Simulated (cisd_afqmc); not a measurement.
Input (AFQMC/CISD/cc-pV(Q+d)Z; cisd_afqmc is a phaseless AFQMC code with CISD trial states that reads the integrals written by Ansatz): A basis named .json is the Basis Set Exchange file of that set.

Ansatz 0.2 input:
```python
import cisd_afqmc

open("ham.yaml", "w").write("""\
crystal:
  periodic: [false, false, false]
  atoms:
    - {symbol: Cl, position_ang: [-0.00000000, -0.00000000, -0.07122178]}
    - {symbol: H, position_ang: [0.00000000, 0.00000000, 1.21077034]}
basis:
  gaussian:
    orbitals: cc-pV_Q+d_Z.json
magnetization: {spin_polarized: false}
correlation: {method: ccsd, electrons: outside_noble_gas, hamiltonian_folder: ham}
""")
rep = cisd_afqmc.ansatz("ham.yaml")
e_ccsd = rep["correlation"]["coupled_cluster"]["energy"]["hartree"]
out = cisd_afqmc.run("ham", e_ccsd, trial="CISD", walkers=2000, populations=1, threads=12, dt=0.005, steps=40, early=24, settle=10, least=100,
    cut=5e-5, rank_cut=2e-4, target=0.0004, seconds=1000, seed=4, memory=62639, gpu=True)
```

Output:

```
orbitals 89, occupied [4], factors 447 of 561, rank of the doubles 152 of 340
E(HF) = -460.111720
E(CCSD) on the cut factors = -460.354136, shift to the whole factors -0.000008
Energy of the trial state on the determinant = -460.354077
  tau behind 7.2 of longer steps, mean of the populations' last blocks
   2.0  -460.36431
   4.0  -460.36518
   6.0  -460.36486
   8.0  -460.36492
  10.0  -460.36512
  12.0  -460.36477
  14.0  -460.36528
  16.0  -460.36443
  18.0  -460.36486
  20.0  -460.36521
  22.0  -460.36400
blocks 100 (0 outliers left out), error by blocks joined: 1: 0.00006, 2: 0.00008, 4: 0.00010, 8: 0.00012
E(AFQMC/CISD) = -460.36486 +/- 0.00012
```

The error still grows at the longest joins of blocks, or few joins were possible, so the printed bar may be too narrow.
